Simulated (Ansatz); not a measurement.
**AlSiH3 (quintet): wave-function methods side by side, cc-pVDZ**

An exercise on one series of results from a longer session: the logs are not shown, and one member is left open.

Program: Ansatz 0.2.0, Gaussian basis. Level of theory: cc-pVDZ, core rule «outside noble gas», up to 10 orbitals frozen. These are calculated values, not measurements.

To be run: UHF; CCSD(T) on ROHF; CCSD(T) on UHF; BCCD(T) on ROHF; CISD; CCSDT(Q) on ROHF; CCSDT(Q) on UHF.

32 further runs of the same task are left out: 6 for a known fault of the program, 11 that didn't finish, 15 set aside as unsound or not needed.

**The system**

The geometry is a PBE0/def2-TZVP stationary point (not a proven minimum) of the parent state, kept for this charge and spin.

5 atoms, charge 0, spin multiplicity 5.

Atoms are counted from 1 here; the program's logs count them from 0.

Bond lengths: Si1–Al2 2.389 Å, Si1–H3 1.498 Å, Al2–H4 1.587 Å, Al2–H5 1.583 Å. Angles: Al2–Si1–H3 124.9°, Si1–Al2–H4 119.4°, Si1–Al2–H5 117.5°, H4–Al2–H5 123.1°.

The first run:

File in.yaml:

```yaml
crystal:
  periodic: [false, false, false]
  atoms:
    - {symbol: Si, position_ang: [0.000000, -0.088069, 1.200716]}
    - {symbol: Al, position_ang: [0.000000, 0.045214, -1.184371]}
    - {symbol: H, position_ang: [0.000000, 1.090439, 2.125646]}
    - {symbol: H, position_ang: [0.000000, 1.468638, -1.885604]}
    - {symbol: H, position_ang: [0.000000, -1.315430, -1.992670]}
basis:
  gaussian: {orbitals: cc-pVDZ}
magnetization: {spin_polarized: true, initial_magnetization: 4}
hamiltonian: {xc: hf}
output: {orbitals: {seedname: orbitals}}
```

Launch:

```console
$ ansatz run in.yaml --threads 1 --pin off --events-out ev --progress --plain --max-ram 2393MiB
```

Among the steps run: UHF; CCSD(T) on ROHF; CCSD(T) on UHF; BCCD(T) on ROHF; CISD; CCSDT(Q) on ROHF; CCSDT(Q) on UHF.

One table of the session follows, with a row left open; its other results are not shown here.

```
   method  from UCCSDT(Q) (meV)
     ROHF               +4751.2
      UHF               +4679.7
     RMP2               +1330.7
     UMP2                     ?
     CISD                +506.1
    RCCSD                +200.2
    UCCSD                +198.1
 RCCSD(T)                 +54.1
 UCCSD(T)                 +53.9
  BCCD(T)                 +54.1
   RCCSDT                  +6.4
   UCCSDT                  +6.2
RCCSDT(Q)                  +1.5
UCCSDT(Q)                     0
```

Q: Estimate the row for UMP2 from the others.

The run gave: from UCCSDT(Q) (meV): +1321.8. In the column «from UCCSDT(Q) (meV)» it lies between CISD (+506.1) and RMP2 (+1330.7).

Caveats from the session: Restricted and unrestricted rows rest on different reference determinants; where their highest levels disagree by more than a few hundredths of an eV, they describe different states and don't form one ladder.
